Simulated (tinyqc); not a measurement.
Worked calculation: Pariser-Parr-Pople SCF with singles CI, for the molecule c1ccsc1 (SMILES; centres numbered as the heavy atoms are written). One step of it, computed by the program tinyqc.

Problem. Singles CI, triplets. Over the 4 single excitations with the smallest orbital gaps: A = (e_a - e_i) delta - (ij|ab), with (pq|rs) = sum c_mp c_mq gamma_mn c_nr c_ns.

orbital energies (eV): [-13.557219, -10.116463, -9.357059, -0.258897, 1.351793]

coefficients, order 1C, 2C, 3C, 4S, 5C:
$$\begin{pmatrix}
0.333149 & -0.551271 & 0.353573 & -0.291681 & -0.612389 \\
0.333177 & -0.551437 & -0.353267 & -0.291453 & 0.612509 \\
0.426717 & -0.039758 & -0.612433 & 0.562382 & -0.353531 \\
0.643292 & 0.623606 & -0.000171 & -0.444175 & 0.000054 \\
0.426724 & -0.039402 & 0.612465 & 0.562505 & 0.353310
\end{pmatrix}$$

repulsion gamma_rs (eV), order 1C, 2C, 3C, 4S, 5C:
$$\begin{pmatrix}
11.130000 & 5.344818 & 4.046371 & 4.163681 & 5.344818 \\
5.344818 & 11.130000 & 5.346212 & 4.163220 & 4.045107 \\
4.046371 & 5.346212 & 11.130000 & 5.552194 & 4.045936 \\
4.163681 & 4.163220 & 5.552194 & 13.000000 & 5.552920 \\
5.344818 & 4.045107 & 4.045936 & 5.552920 & 11.130000
\end{pmatrix}$$

Give: triplet CI matrix; triplet excitation energies.

Solution.

triplet CI matrix (eV), order 3>4, 2>4, 3>5, 2>5:
$$\begin{pmatrix}
2.7787 & 0.0001 & -0.0002 & 0.5828 \\
0.0001 & 4.0406 & 0.5828 & 0.0003 \\
-0.0002 & 0.5828 & 4.8074 & -0.0001 \\
0.5828 & 0.0003 & -0.0001 & 5.2270
\end{pmatrix}$$

triplet excitation energies (eV): [2.6470, 3.7264, 5.1216, 5.3586]
